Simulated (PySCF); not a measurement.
Structure problem from calculated spectra and properties.

Elements present: C, H, O and P. Monoisotopic mass: 78.0235 u.

* Rotational structure: rotational constants A, B, C: 6.837, 6.353, 3.812 GHz [PBE0-D3(BJ)/def2-TZVP]
* NMR, other nuclei: isotropic shieldings of nuclei other than C and H, by class: 240 (1 O), 316 (1 P) ppm [GIAO B97-2/pcSseg-2]
* 1H NMR: chemical shifts (computed TMS as zero) by class: 7.47 (1 H), 1.26 (6 H) ppm [GIAO B97-2/pcSseg-2]
* 13C NMR: chemical shifts (computed TMS as zero) by class: 18.0 (2 C) ppm [GIAO B97-2/pcSseg-2]
* Dipole: 4.34 D [B97-2/pcSseg-2]

Electronic properties: PySCF, gas phase, density fitting. Levels stand in brackets. Isolated species at its PBE0-D3(BJ)/def2-TZVP geometry, gas phase. NMR classes are plain means over equivalent atoms (diastereotopic ones count apart unless rotation or inversion swaps them), as if these changed places fast.

Question: Which formula fits the mass and the elements?

Answer: C2H7OP (calculated 78.0235). No other formula that holds each of these elements comes within 0.0003 u with a fitting electron parity and a possible valence count.

Question: Give a SMILES that accounts for the data.

Answer: Numbering: `[CH3:1][PH:2]([CH3:3])=[O:4]`. 2 carbons fall into 1 class: sp3 carbon bound to phosphorus [C1/C3] (18.0 ppm, 2 C). Hydrogen classes from least to most shielded: 1 H on a phosphoryl phosphorus, P2 (7.47 ppm), 6 H on 2 like atoms (sp3 carbon bound to phosphorus), C1/C3 (1.26 ppm, a mean of values up to 0.7 ppm apart in this geometry). The other shieldings belong to: 240 ppm, phosphoryl oxygen [O4]; 316 ppm, phosphoryl phosphorus [P2]. The optimised geometry has point group Cs and is an asymmetric top. Structure: `C[PH](C)=O`. The assignments are read from this structure; whether some other isomer fits the data as well wasn't checked.
